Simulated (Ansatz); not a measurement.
## AsH₄⁻, triplet in aug-cc-pVTZ: errors against UCCSDT(Q)

Geometry: a PBE0/def2-TZVPD stationary point for this spin, not checked as a minimum. The singlet lies 0.3 eV lower here.

```yaml
atoms:
  - { symbol: As, position_ang: [0.0000, 0.0000, 0.0000] }
  - { symbol: H, position_ang: [0.2704, 0.9808, 1.3228] }
  - { symbol: H, position_ang: [-0.9575, -1.0699, 0.8505] }
  - { symbol: H, position_ang: [0.1570, 1.2484, -1.0963] }
  - { symbol: H, position_ang: [0.5302, -1.1593, -1.0770] }
```

Basis aug-cc-pVTZ; Ansatz 0.2.0. Correlated methods freeze the noble-gas cores and the filled d shells of p-block atoms, which leaves 10 electrons in 137 orbitals. Prefix R: restricted or restricted open-shell reference; prefix U: unrestricted. Active spaces: valence = (10e, 8o) chosen from the atoms' valence shells. No spin–orbit coupling is included, and no scalar relativity.

Full CI isn't at hand for all of this; UCCSDT(Q) serves as the reference, and is uncertain by about the last step of the cluster series. The frozen core follows each run's orbitals, which can shift R against U totals by a few meV for light atoms and by up to 0.1 eV past Ca.

The UHF ⟨S²⟩ is 2.028, the T1 diagnostic (RCCSD) is 0.0297 and the largest doubles amplitude (RCCSD) is 0.021. The T1 diagnostic (UCCSD) is 0.0227.

Task: From what is known of these methods and the diagnostics, rank them by the size of their error in total energy against UCCSDT(Q) in aug-cc-pVTZ, smallest first (an estimate: the text doesn't fix the numbers).
A. UCCSD
B. UCCSDT
C. UCCSD(T)
D. UHF
E. UMP2

Result: B (0.50 mEh), C (1.87 mEh), A (11.92 mEh), E (43.39 mEh), D (239.69 mEh).

All errors are against UCCSDT(Q) in aug-cc-pVTZ. Within each family the higher level lies nearer, as is usual though not guaranteed.

Natural occupations of CASSCF (valence space) about the gap: 1.996 1.983 1.978 1.978 1.008 0.999 0.029 0.029; effectively unpaired electrons, Σ n²(2−n)², 2.01.
